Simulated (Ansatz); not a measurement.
Consider the atomization: `CC(=N)C=S` → 3 C• + 5 H• + N• + S•.

Calculated with Ansatz (gas phase, PBE0-D4/def2-TZVP geometries, no zero-point term in ΔE). CCSD(T)/CBS is the MP2 limit (def2-TZVPP, def2-QZVPP) plus CCSD(T) − MP2 in def2-TZVPP, frozen cores. This one scheme is used for every species, atoms too. For atomizations the MP2-based limit and the directly extrapolated one differ by several kJ/mol either way, and by 10 to 25 for some Ge, Se and Sn compounds, so smaller differences from it don't rank the levels. DFT in def2-TZVPP. HSE06 is defined as in plane-wave codes. No spin–orbit coupling; open shells (•) take unrestricted orbitals. Spin–orbit coupling would lower the free atoms: a little for C, S. Each species was taken in one conformer, which may not be the lowest.

What is ΔE at CCSD(T)/CBS? (An estimate is asked.)

Ansatz gave: +3971.7 kJ/mol.

What do these levels give: PBE-D4, BLYP, HSE06, CAM-B3LYP, HF/def2-TZVPP, HF/def2-QZVPP? (An estimate is asked.)

The calculation gave: PBE-D4 4130.0, BLYP 3967.8, HSE06 4006.4, CAM-B3LYP 3970.8, HF/def2-TZVPP 2752.8, HF/def2-QZVPP 2757.2 kJ/mol.

Largest T1 diagnostic among the species: 0.014.

Leaving LDA and LC-ωPBE aside and taking each functional with its dispersion term where it has one, the values, not all of them listed here, spread over 299.3 kJ/mol, from BHLYP-D4 to PBE-D4. LDA lies +524.4 kJ/mol from PBE without D4, its usual overbinding. From r2SCAN to r2SCAN0 (25 % exact exchange), in def2-TZVPP and without D4, ΔE moves by −84.6 kJ/mol: exact exchange takes away binding that semilocal exchange gives to molecules.
